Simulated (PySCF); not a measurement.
# SMILES CNCC(C)C, C₅H₁₃N

Cartesian coordinates in Å; atom numbers follow the order of the lines, from 1:
```xyz
19

C     2.797   -0.297    0.431
N     1.456   -0.624    0.021
C     0.548    0.497    0.014
C    -0.870    0.092   -0.385
C    -1.770    1.316   -0.488
C    -1.440   -0.950    0.569
H     2.794    0.045    1.479
H     3.437   -1.191    0.384
H     3.284    0.503   -0.170
H     1.465   -1.060   -0.899
H     0.522    0.925    1.034
H     0.888    1.325   -0.650
H    -0.805   -0.365   -1.392
H    -2.783    1.039   -0.818
H    -1.866    1.815    0.490
H    -1.373    2.054   -1.202
H    -1.580   -0.517    1.574
H    -2.419   -1.318    0.225
H    -0.753   -1.802    0.669
```

Computed with PySCF, quadratic response CAM-B3LYP/aug-cc-pVDZ first hyperpolarisability, Taylor convention, gas phase. Geometry: PBE0-D3(BJ)/def2-SVP.

What is the first hyperpolarisability, and how does it disperse?

In 10⁻³⁰ esu, Taylor convention; the vector part is βᵢ = ⅓ Σⱼ (βᵢⱼⱼ + βⱼᵢⱼ + βⱼⱼᵢ); β∥ is 3/5 of the vector part along the dipole, the dipole points from − to +:
```
                   process  λ (nm)  β vector norm     β∥  β HRS  depolarisation ratio
           static β(0;0,0)       ∞           1.60  -0.55   0.62                  6.32
second harmonic β(−2ω;ω,ω)    1907           1.70  -0.59   0.66                  6.28
         Pockels β(−ω;ω,0)    1907           1.63  -0.56      –                     –
second harmonic β(−2ω;ω,ω)    1064           1.96  -0.71   0.77                  6.19
         Pockels β(−ω;ω,0)    1064           1.71  -0.59      –                     –
```

Which lowest excitations, dipole and polarisabilities go with it?

S1 5.38 eV (f = 0.003); S2 5.97 eV (f = 0.018); S3 6.25 eV (f = 0.029); dipole 0.94 D; isotropic α 75.2 au static, 75.3 au at 1907 nm, 75.7 au at 1064 nm, 75.9 au at 953.5 nm, 77.5 au at 532 nm.
